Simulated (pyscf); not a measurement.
Structures and frequencies: ωB97X-D3(BJ)/def2-SVP in PySCF.

### Question
PBE/def2-TZVP puts the barrier of H₂C=CH–CH₃ (SMILES C=CC) + NH₃ (SMILES N) → H₃C–CH(CH₃)–NH₂ (SMILES CC(C)N) (addition across a multiple bond or ene-type step; singlet surface; H–N broken, C–N, C–H formed) at 49.1 kcal/mol and the reaction energy at -16.7 kcal/mol, from the separated reactants. What do r²SCAN/def2-TZVP, B3LYP-D3(BJ)/def2-TZVP, ωB97M-D3(BJ)/def2-TZVP give on the same structures?

### Answer
r²SCAN: ΔE‡ = 51.5 kcal/mol, ΔE = -18.5 kcal/mol; B3LYP-D3(BJ): ΔE‡ = 54.8 kcal/mol, ΔE = -15.9 kcal/mol; ωB97M-D3(BJ): ΔE‡ = 54.0 kcal/mol, ΔE = -18.1 kcal/mol. PBE's barrier lies under all of them, by 2.4 to 5.7 kcal/mol. Its reaction energy lies among theirs. Low barriers are usual for a GGA, whose delocalisation error favours stretched bonds. One saddle was located; it need not be the lowest between these sides.
